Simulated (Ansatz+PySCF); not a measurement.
The numbers below are computed, except where a source is named.
**Several solutions for singlet C2H6**

```yaml
atoms:
  - { symbol: C, position_ang: [0.0000, 0.0000, -0.6988] }
  - { symbol: C, position_ang: [0.0000, 0.0000, 0.6988] }
  - { symbol: H, position_ang: [0.0000, -0.9420, -1.0719] }
  - { symbol: H, position_ang: [-0.8158, 0.4710, -1.0719] }
  - { symbol: H, position_ang: [0.8158, 0.4710, -1.0719] }
  - { symbol: H, position_ang: [0.0000, 0.9420, 1.0719] }
  - { symbol: H, position_ang: [-0.8158, -0.4710, 1.0719] }
  - { symbol: H, position_ang: [0.8158, -0.4710, 1.0719] }
```

Basis set: def2-SVP (spherical functions). Charge 0, multiplicity 1.

CASSCF(2,2) was run from several starts with Ansatz (development build ahead of 0.2.0) and PySCF 2.14.0. The starts are those of the Hartree–Fock orbitals from which the active space was taken at the frontier.

```json
{"run": "A", "program": "Ansatz", "start": "stability test followed", "converged": "yes", "energy (hartree)": "-79.14760", "<S²>": "0.00"}
{"run": "B", "program": "PySCF", "start": "program defaults", "converged": "yes", "energy (hartree)": "-79.13749", "<S²>": "0.00"}
{"run": "C", "program": "Ansatz", "start": "atomic start, no search", "converged": "yes", "energy (hartree)": "-79.14760", "<S²>": "0.00"}
{"run": "D", "program": "Ansatz", "start": "search for the lowest state", "converged": "yes", "energy (hartree)": "-79.14760", "<S²>": "0.00"}
```

Q: Which runs reached the lowest solution of this kind, and what is wrong with the others?

A: A, C, D reached the lowest solution found. Converged but too high: B by 0.28 eV. Convergence only shows a stationary point; in CASSCF the end hangs on which orbitals enter the active space. Caution: other starts end on other solutions of this active space.
